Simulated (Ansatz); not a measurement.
**SiP⁺, triplet: reading a ladder of total energies**

Geometry: that of the SiP⁺, singlet, kept fixed.

```xyz
2

Si    0.0000    0.0000    0.0000
P     0.0000    0.0000    2.2330
```

Basis cc-pVDZ; Ansatz 0.2.0. Only valence electrons are correlated (noble-gas cores frozen), which leaves 8 electrons in 26 orbitals. R marks a restricted (for open shells ROHF) determinant, U an unrestricted one.

Full CI isn't at hand for all of this; UCCSDT(Q) serves as the reference, and is uncertain by about the last step of the cluster series.

Runs differ by some tens of microhartree through their thresholds and, for an open shell, their frozen cores, so steps under 0.03 kcal/mol mean nothing.

```tsv
level	total energy (hartree)
UHF	-629.327567
UMP2	-629.455630
UCCSD	-629.491519
UCCSD(T)	-629.497724
UCCSDT	-629.499305
UCCSDT(Q)	-629.499773
```

Question: What is the correlation energy at UCCSDT(Q), and what share of it do UMP2 and UCCSD recover?

Answer: E(corr) = -629.499773 − (-629.327567) = -0.172206 hartree = -4.686 eV. UMP2: -0.128063 / -0.172206 = 74.37 %. UCCSD: -0.163952 / -0.172206 = 95.21 %.

Question: By how many kcal/mol does UCCSD(T) miss UCCSDT(Q) (1 hartree = 627.509 kcal/mol), and which steps make up the rest?

Answer: -629.497724 − (-629.499773) = 0.002049 hartree = 1.29 kcal/mol. Steps: UCCSDT − UCCSD(T) = -0.99, UCCSDT(Q) − UCCSDT = -0.29 kcal/mol. Differences between like states or geometries often cancel part of this.
